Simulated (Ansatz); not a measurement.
Ansatz (a program for electronic structure) input (CCSD(T)/aug-cc-pVDZ):

Ansatz 0.2 input:
```yaml
crystal:
  periodic: [false, false, false]
  atoms:
    - {symbol: F, position_ang: [-0.00000000, -0.00000000, -0.69824324]}
    - {symbol: F, position_ang: [0.00000000, 0.00000000, 0.69824324]}
basis:
  gaussian:
    orbitals: aug-cc-pVDZ
magnetization: {spin_polarized: false}
correlation: {method: ccsd_t, electrons: outside_noble_gas}
output: {forces: true}
```

End of the output:

```
cycle   3  -11.79580055 eV  change   -7.8e-2 eV  update   1.1e-2
cycle   4  -11.79095600 eV  change    4.8e-3 eV  update   2.3e-3
cycle   5  -11.79394511 eV  change   -3.0e-3 eV  update   1.0e-3
cycle   6  -11.79378286 eV  change    1.6e-4 eV  update   4.5e-4
cycle   7  -11.79386364 eV  change   -8.1e-5 eV  update   1.7e-4
cycle   8  -11.79385381 eV  change    9.8e-6 eV  update   5.8e-5
cycle   9  -11.79380892 eV  change    4.5e-5 eV  update   1.7e-5
cycle  10  -11.79380424 eV  change    4.7e-6 eV  update   4.6e-6
coupled cluster: 0.08 GiB planned
perturbative correction -0.33997656 eV, -0.0124939080 hartree
the calculation of the forces begins
Total energy: -5419.04652885 eV, -199.1462867736 hartree
Atom 0 at    -0.000000    -0.000000    -0.698243 Å, force     0.000000    -0.000000    -1.550890 eV/Å
Atom 1 at     0.000000     0.000000     0.698243 Å, force     0.000000    -0.000000     1.550890 eV/Å
Dipole moment:     0.000000     0.000000    -0.000000 e Å
```
